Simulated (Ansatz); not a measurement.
System: PbO (Pbcm, No. 57). Method: rVV10 (Ansatz, a first-principles code, plane waves, PAW).

The run printed, among other lines:

```
Crystal: 8 atoms, lattice volume = 159.773 Å³
Basis set: ecut = 520 eV, 4277 PW (Γ), exchange–correlation on 80×90×90 points (8 copies of the dense FFT grid, shifted against one another)
Bands: 48, of which v1, the nominal top of the filled ones, is band 40 counted from 1 (39 counted from 0)
Symmetry: 8 space group operations
Space group: Pbcm (ITA 57), of the structure as read, at distance tolerance 5.4e-5 Å
k-points: 80 of 288
Functional: x = rpw86, c = pbe(β = 0.06672455060314922) + rvv10(b = 6.3, C = 0.0093)
SCF iter   1: F=—  HF=-50218.365033 eV  |F-HF|=—  |Δ(HF+E_count)|=         —  Δρ=1.04e-2  dr2=1.31e-1
SCF iter   2: F=—  HF=-50218.323097 eV  |F-HF|=—  |Δ(HF+E_count)|=   4.19e-2  Δρ=2.74e-3  dr2=1.20e-2
  ...
SCF iter   7: F=—  HF=-50218.318681 eV  |F-HF|=—  |Δ(HF+E_count)|=   4.19e-8  Δρ=1.85e-6  dr2=5.61e-9
SCF iter   8: F=-50218.318681 eV  HF=-50218.318681 eV  |F-HF|=0.00e0  |Δ(HF+E_count)|=  9.60e-10  Δρ=4.84e-7  dr2=4.41e-10
SCF 1 converged in 8 iterations: F = -50218.318681 eV  dr2 = 4.41e-10
SCF converged after 8 iterations
Free energy (F): -50218.318681 eV
Internal energy: -50218.318681 eV  (E = F + TS)
E sigma→0 (E₀):  -50218.318681 eV
Fermi energy:    8.717054 eV
--- Forces (eV/Å), atoms counted from 1 ---
  atom   1  Pb     0.00000000     0.00015236    -0.00043281
  atom   2  Pb    -0.00000000    -0.00015236     0.00043281
  atom   3  Pb     0.00000000    -0.00015236    -0.00043281
  atom   4  Pb     0.00000000     0.00015236     0.00043281
  atom   5  O     -0.00000000    -0.00010559     0.00007850
  atom   6  O      0.00000000     0.00010559    -0.00007850
  atom   7  O      0.00000000     0.00010559     0.00007850
  atom   8  O     -0.00000000    -0.00010559    -0.00007850
--- Stress (GPa, compression-positive) ---
       -0.000502       0.000000       0.000000
        0.000000       0.000311       0.000000
        0.000000       0.000000      -0.002747
  P = ⅓ Tr σ = -0.0010 GPa (-0.010 kbar)
```

### Question
Write an input file that could have produced this run (the log leaves some choices open).

### Answer
This is not unique; one that fits is 
Ansatz 0.2 input:
```yaml
crystal:
  lattice:
    - [4.8523465709, 0.0, 0.0]
    - [0.0, 5.5649475838, 0.0]
    - [0.0, 0.0, 5.9168524664]
  atoms:
    - { symbol: Pb, position: [0.25, 0.9903954547, 0.2326290064] }
    - { symbol: Pb, position: [0.75, 0.0096045453, 0.7673709936] }
    - { symbol: Pb, position: [0.75, 0.5096045453, 0.2326290064] }
    - { symbol: Pb, position: [0.25, 0.4903954547, 0.7673709936] }
    - { symbol: O, position: [0.25, 0.0864956698, 0.8573472798] }
    - { symbol: O, position: [0.75, 0.9135043302, 0.1426527202] }
    - { symbol: O, position: [0.75, 0.4135043302, 0.8573472798] }
    - { symbol: O, position: [0.25, 0.5864956698, 0.1426527202] }
basis:
  ecutwfc: 520
  ecutrho_ratio: 4
  xc_grid: 2
kpoints:
  mp_grid: { grid: [8, 6, 6] }
  band_path:
    path:
      - [0.0, 0.0, 0.0]
      - [0.0, 0.0, -0.125]
      - [0.0, 0.0, -0.25]
      - [0.0, 0.0, -0.375]
      - [0.0, 0.0, -0.5]
      - [0.0, 0.1, -0.5]
      - [0.0, 0.2, -0.5]
      - [0.0, 0.3, -0.5]
      - [0.0, 0.4, -0.5]
      - [0.0, 0.5, -0.5]
      - [0.0, 0.5, -0.375]
      - [0.0, 0.5, -0.25]
      - [0.0, 0.5, -0.125]
      - [0.0, 0.5, 0.0]
      - [0.0, 0.4, 0.0]
      - [0.0, 0.3, 0.0]
      - [0.0, 0.2, 0.0]
      - [0.0, 0.1, 0.0]
      - [0.083333, 0.0, 0.0]
      - [0.166667, 0.0, 0.0]
      - [0.25, 0.0, 0.0]
      - [0.333333, 0.0, 0.0]
      - [0.416667, 0.0, 0.0]
      - [0.5, 0.0, 0.0]
      - [0.5, 0.0, -0.125]
      - [0.5, 0.0, -0.25]
      - [0.5, 0.0, -0.375]
      - [0.5, 0.0, -0.5]
      - [0.5, 0.1, -0.5]
      - [0.5, 0.2, -0.5]
      - [0.5, 0.3, -0.5]
      - [0.5, 0.4, -0.5]
      - [0.5, 0.5, -0.5]
      - [0.5, 0.5, -0.375]
      - [0.5, 0.5, -0.25]
      - [0.5, 0.5, -0.125]
      - [0.5, 0.5, 0.0]
      - [0.5, 0.4, 0.0]
      - [0.5, 0.3, 0.0]
      - [0.5, 0.2, 0.0]
      - [0.5, 0.1, 0.0]
      - [0.083333, 0.0, -0.5]
      - [0.166667, 0.0, -0.5]
      - [0.25, 0.0, -0.5]
      - [0.333333, 0.0, -0.5]
      - [0.416667, 0.0, -0.5]
      - [0.083333, 0.5, 0.0]
      - [0.166667, 0.5, 0.0]
      - [0.25, 0.5, 0.0]
      - [0.333333, 0.5, 0.0]
      - [0.416667, 0.5, 0.0]
      - [0.083333, 0.5, -0.5]
      - [0.166667, 0.5, -0.5]
      - [0.25, 0.5, -0.5]
      - [0.333333, 0.5, -0.5]
      - [0.416667, 0.5, -0.5]
    npoints: 1
hamiltonian:
  xc: { exchange: rpw86, correlation: pbe }
  dispersion: rvv10
  pseudopotentials: { kind: paw }
scf:
  occupations: { method: fermi_dirac, width: 0.01 }
  convergence: { dr2_threshold: 0.0000000008 }
output:
  forces: true
  stress: true
  eigenvalues: true
  write_bands: true
```

The PAW data were made under PBE.

It cost around 60 core-seconds (rough) of CPU time.
